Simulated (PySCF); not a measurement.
# Badger's rule along the third period: bonds to C

PBE0 in PySCF with def2-TZVP on every atom, for the lowest determinant that a PBE0 search found; no spin–orbit coupling. Badger's rule says that Re = d + c·k^(−1/3) for bonds between atoms of fixed rows.

| molecule | state (unpaired electrons) | Re (Å) | k (mdyn/Å) |
| --- | --- | --- | --- |
| CS | singlet (closed shell) | 1.529 | 9.14 |
| SiC | triplet (σ ↑, π ↑) | 1.710 | ? |
| AlC | quartet (σ ↑, π ↑↑) | 1.967 | ? |
| NaC | quartet (σ ↑, π ↑↑) | 2.229 | 0.873 |

Q: Fix c and d from CS and NaC.

A: c = (2.229 − 1.529)/(0.873^(−1/3) − 9.14^(−1/3)) = 1.232, d = 1.529 − c·9.14^(−1/3) = 0.940 Å.

Q: Predict k of the others and set the computed values beside them.

A: 

| molecule | k by the rule | k computed | difference (%) |
| --- | --- | --- | --- |
| SiC | 4.09 | 4.90 | -16 |
| AlC | 1.73 | 2.01 | -14 |

The rule misses by 15 % on average; it knows nothing of spin state or of how ionic a bond is, and both change along this series.

States were picked by a PBE0 search and need not be the measured ground states.
